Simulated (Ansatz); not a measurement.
For 1T (CdI2-type) PtSe2, rVV10 in Ansatz (plane waves, PAW) gives:

| Quantity | Value |
|---|---|
| lattice parameter a | 3.825 Å |
| lattice parameter c | 5.162 Å |
| bulk modulus B0 | 39.2 GPa |
| cohesive energy | 4.25 eV/atom |
| enthalpy of formation | -0.354 eV/atom |

Problem. What does r²SCAN (Ansatz, a program for electronic structure, PAW) give for the same quantities?

Solution. 
- lattice constant a: 3.717 Å (decreases by 2.8 %)
- lattice parameter c: 5.831 Å (grows by 13 %)
- bulk modulus: 10.3 GPa (shrinks by 74 %)
- cohesive energy: 4.04 eV/atom (decreases by 0.21 eV/atom)
- formation enthalpy: -0.458 eV/atom (moves by -0.104 eV/atom)

For comparison: lattice constant a 3.727 Å (measured, temperature not stated, no zero-point or thermal correction; as tabulated in Björkman (2014), arXiv:1406.2436); lattice parameter c 5.074 Å (measured, temperature not stated, zero-point anharmonic expansion removed (computed with revB86b-DF2); no thermal correction; as tabulated in Björkman (2014), arXiv:1406.2436).

Changes are worked out from the printed values.

Unless a cell is named, each level is at its own relaxed cell (rVV10 21.80, r²SCAN 23.26 Å³/atom).

Levels without +SOC leave out spin–orbit coupling, which shifts energies and cells of such heavy elements.

Caveats: an element that serves as reference has a cell well above its measured volume (r²SCAN); for a layered or molecular solid the relaxed cell lies over 5 % above the published volume, where the minimum can be shallow (r²SCAN); the cell comes from a level without a dispersion term, which matters for the spacing of layers, chains or molecules (r²SCAN). Ansatz's density-functional and Hartree–Fock values are scalar-relativistic unless marked +SOC, with PAW data made under PBE.
